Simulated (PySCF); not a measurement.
# The bond of NaLi+, level by level

Aim: find the lowest electronic state of NaLi+, scan its bond at several levels of theory, and get bond length, wavenumber and dissociation energy from each curve.

Program: PySCF 2.14.0. Level of theory: Na aug-pcseg-1, Li aug-pcseg-1, no relativity. These are calculated values, not measurements.

## (1) Input

Settings of the job:

| Property | Result |
| --- | --- |
| atoms | Na, Li |
| charge | 1 |
| basis | Na aug-pcseg-1, Li aug-pcseg-1 |
| Hamiltonian | no relativity |
| basis functions | 27 |
| electrons treated | 13 |
| masses in u | 22.9898, 7.0160 |
| levels | PBE0, PBE, r²SCAN, revPBE, BHandHLYP, TPSS, LC-ωPBE, HF, MP2, SCS-MP2, CCSD, CCSD(T) |
| grid | 80 radial by 434 angular points |
| occupations | held fixed by the projection of orbital angular momentum |
| dissociation limit | Na+ + Li, each in its ground configuration |
| starting distance in angstrom | 2.960 |
| values of 2S to try | 1, 3 |

The run is started by

```sh
OMP_NUM_THREADS=1 python dia.py task.json out
```

Further steps of the session: First curve: PBE0; PBE (GGA); r²SCAN (meta-GGA); revPBE; BHandHLYP (global hybrid GGA); TPSS (meta-GGA); LC-ωPBE (range-separated hybrid); UHF; MP2 and coupled cluster.

What does the calculation give? Wanted: for each run, Re; ωe; De; μ.

**Answer**, as computed:

Lowest PBE0 solution found, without spin–orbit coupling: ²Σ⁺ (doublet), unpaired electrons σ ↑.

| level | Re (Å) | ωe (cm⁻¹) | De (eV) | μ (D) |
| --- | --- | --- | --- | --- |
| UHF | 3.461 | 181.2 | 0.84 | 3.35 |
| UHF-MP2 | 3.451 | 181.8 | 0.85 | n/a |
| UHF-SCS-MP2 | 3.452 | 181.7 | 0.85 | n/a |
| UHF-CCSD | 3.450 | 181.9 | 0.85 | n/a |
| UHF-CCSD(T) | 3.450 | 181.9 | 0.85 | n/a |
| PBE | 3.415 | 168.6 | 1.01 | 3.98 |
| revPBE | 3.449 | 165.6 | 0.98 | 3.89 |
| TPSS | 3.425 | 173.4 | 0.98 | 3.77 |
| r²SCAN | 3.390 | 178.7 | 0.96 | 3.76 |
| PBE0 | 3.402 | 176.2 | 0.98 | 3.80 |
| BHandHLYP | 3.361 | 181.2 | 0.98 | 3.75 |
| LC-ωPBE | 3.376 | 189.3 | 0.94 | 3.53 |

De is counted to Na+ + Li in their ground configurations. A positive dipole points from Na to Li; in an ion it is taken about the centre of mass and does not tell which atom is negative.

What this shows: The methods spread over 0.100 Å in bond length, from BHandHLYP to UHF. CCSD(T) can't serve as the judge here: for a weak bond in this basis it is far from its limit. Among the levels with a De in the table, it runs from 0.84 eV (UHF) to 1.01 eV (PBE).

Correlated steps freeze 1 core orbital.
